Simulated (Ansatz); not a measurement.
**BSiNH (quartet): the correlation ladder, def2-TZVPP**

An exercise on one series of results from a longer session: the logs are not shown, and one member is left open.

Method: def2-TZVPP, core rule «outside noble gas», up to 7 orbitals frozen; program: Ansatz 0.2.0, Gaussian basis.

Plan: UHF; ROHF; CCSD(T) on UHF.

2 further runs of the same task are left out: 2 set aside as unsound or not needed.

**The geometry**

The geometry is a PBE0/def2-TZVP stationary point (not a proven minimum) of the parent state, kept for this charge and spin.

4 atoms, charge 0, spin multiplicity 4.

Atoms are counted from 1 here; the program's logs count them from 0.

Bond lengths: B1–N2 1.375 Å, B1–Si3 1.996 Å, N2–Si3 1.766 Å, N2–H4 1.011 Å. Angles: N2–B1–Si3 59.8°, B1–N2–Si3 77.8°, B1–N2–H4 141.7°, Si3–N2–H4 140.4°, B1–Si3–N2 42.3°.

Set-up of the first run:

The input, in.yaml:

```yaml
crystal:
  periodic: [false, false, false]
  atoms:
    - {symbol: B, position_ang: [0.000000, -0.897712, 0.910090]}
    - {symbol: N, position_ang: [0.000000, 0.476424, 0.875935]}
    - {symbol: Si, position_ang: [0.000000, 0.061811, -0.840355]}
    - {symbol: H, position_ang: [0.000000, 1.285841, 1.482090]}
basis:
  gaussian: {orbitals: def2-TZVPP}
magnetization: {spin_polarized: true, initial_magnetization: 3}
hamiltonian: {xc: hf}
output: {orbitals: {seedname: orbitals}}
```

On the command line:

```console
$ ansatz run in.yaml --threads 1 --pin off --events-out ev --progress --plain --max-ram 4096MiB --backend cpu
```

Steps of the session up to this table: UHF; ROHF; CCSD(T) on UHF.

One of the session's tables, all rows but one given; the rest of the session is left out.

| method | from UCCSD(T) (kcal/mol) |
| --- | --- |
| ROHF | +250.91 |
| UHF | +245.64 |
| UMP2 | ? |
| UCCSD | +13.11 |
| UCCSD(T) | 0 |

Estimate the missing values for UMP2.

**Answer.** from UCCSD(T) (kcal/mol): +28.23. In the column «from UCCSD(T) (kcal/mol)» it lies between UCCSD (+13.11) and UHF (+245.64).
